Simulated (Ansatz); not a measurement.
**[BH₂···H···H], doublet: transfer scan**

All five atoms lie in one plane.

Starting geometry:

```xyz
5

B    -0.1663    0.0000    0.0000
H    -0.7630    1.0336    0.0000
H    -0.7630   -1.0336    0.0000
H     1.0272    0.0000    0.0000
H     2.2827    0.0000    0.0000
```

From there H4 is moved from one fragment to the other while all else, the fragments' distance too, stays fixed; atoms are numbered as listed. Energies are in kcal/mol, counted from the starting geometry at the same level.

Basis 6-31G; Ansatz 0.2.0. Correlated methods freeze the noble-gas cores. R marks a restricted (for open shells ROHF) determinant, U an unrestricted one.

Full CI is exact within this basis and frozen core; it isn't the basis-set limit. The frozen core follows each run's orbitals, which can shift R against U totals by a few meV.

```json
{"distance B1-H4 (Å)": "1.110", "full CI": "2.1", "unpaired electrons (full CI)": "1.01", "error UHF": "-1.2", "error UCCSD": "-0.1", "error RCCSDT": "0.0", "error RCCSDT(Q)": "0.0", "error UCCSDT(Q)": "0.0", "error RCCSDTQ": "0.0"}
{"distance B1-H4 (Å)": "1.194", "full CI": "0.0", "unpaired electrons (full CI)": "1.01", "error UHF": "0.0", "error UCCSD": "0.0", "error RCCSDT": "0.0", "error RCCSDT(Q)": "0.0", "error UCCSDT(Q)": "0.0", "error RCCSDTQ": "0.0"}
{"distance B1-H4 (Å)": "1.266", "full CI": "0.9", "unpaired electrons (full CI)": "1.02", "error UHF": "1.2", "error UCCSD": "0.1", "error RCCSDT": "0.0", "error RCCSDT(Q)": "0.0", "error UCCSDT(Q)": "0.0", "error RCCSDTQ": "0.0"}
{"distance B1-H4 (Å)": "1.339", "full CI": "2.9", "unpaired electrons (full CI)": "1.02", "error UHF": "2.3", "error UCCSD": "0.1", "error RCCSDT": "0.0", "error RCCSDT(Q)": "0.0", "error UCCSDT(Q)": "0.0", "error RCCSDTQ": "0.0"}
{"distance B1-H4 (Å)": "1.412", "full CI": "4.8", "unpaired electrons (full CI)": "1.02", "error UHF": "3.4", "error UCCSD": "0.1", "error RCCSDT": "0.0", "error RCCSDT(Q)": "0.0", "error UCCSDT(Q)": "0.0", "error RCCSDTQ": "0.0"}
{"distance B1-H4 (Å)": "1.485", "full CI": "5.8", "unpaired electrons (full CI)": "1.02", "error UHF": "4.1", "error UCCSD": "0.2", "error RCCSDT": "0.0", "error RCCSDT(Q)": "0.0", "error UCCSDT(Q)": "0.0", "error RCCSDTQ": "0.0"}
{"distance B1-H4 (Å)": "1.558", "full CI": "5.6", "unpaired electrons (full CI)": "1.02", "error UHF": "4.4", "error UCCSD": "0.1", "error RCCSDT": "0.0", "error RCCSDT(Q)": "0.0", "error UCCSDT(Q)": "0.0", "error RCCSDTQ": "0.0"}
{"distance B1-H4 (Å)": "1.631", "full CI": "4.8", "unpaired electrons (full CI)": "1.02", "error UHF": "4.0", "error UCCSD": "0.1", "error RCCSDT": "0.0", "error RCCSDT(Q)": "0.0", "error UCCSDT(Q)": "0.0", "error RCCSDTQ": "0.0"}
{"distance B1-H4 (Å)": "1.704", "full CI": "4.8", "unpaired electrons (full CI)": "1.02", "error UHF": "3.3", "error UCCSD": "0.0", "error RCCSDT": "0.0", "error RCCSDT(Q)": "0.0", "error UCCSDT(Q)": "0.0", "error RCCSDTQ": "0.0"}
```

Unpaired electrons are Σ n²(2−n)² over natural occupations. Errors are those of relative energies. In total energy the starting point itself misses full CI by: UHF 47.5, UCCSD 0.8, RCCSDT 0.0, RCCSDT(Q) 0.0, UCCSDT(Q) 0.0, RCCSDTQ 0.0 kcal/mol.

Spread of the error over the points with a reference, to 1.704 Å (largest less smallest): RCCSDTQ 0.0, UCCSDT(Q) 0.0, RCCSDT(Q) 0.0, RCCSDT 0.0, UCCSD 0.2, UHF 5.6 kcal/mol.
